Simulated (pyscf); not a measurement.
Single points on ωB97X-D3(BJ)/def2-SVP structures (PySCF, gas phase).

SMILES: [OH][TaH]([F])([F])[F]
```xyz
7

O     -0.1925     1.2922     0.2113
Ta    -1.0391    -0.3566    -0.0726
F     -1.5370    -2.0877    -0.6413
F     -2.5767     0.3795    -0.8356
F     -0.8208    -0.9548     1.6835
H      0.4435     2.0063     0.1454
H      0.2925    -0.6527    -1.1597
```
Charge 0, spin multiplicity 1.

How much does it cost (ΔH, 298 K, ωB97M-D3(BJ)/def2-TZVP) to split HO–TaH(F)(F)–F at its O–Ta bond into OH• + [F–TaH(F)–F]•?

O–Ta to OH• + [F–TaH(F)–F]•: 475.3 kJ/mol. The 7 functionals that were run give +471.9 (M06-2X) to +498.4 kJ/mol (PBE). The radicals are drawn with the spin at the cut bond; how far it spreads was not checked. Left out: the spin-orbit lowering of OH. Open-shell species with a d-block atom are single-reference here; other states, and whether the spin sits on metal or ligand, were not checked. Elements past Kr carry the def2 core potentials, without spin-orbit coupling.
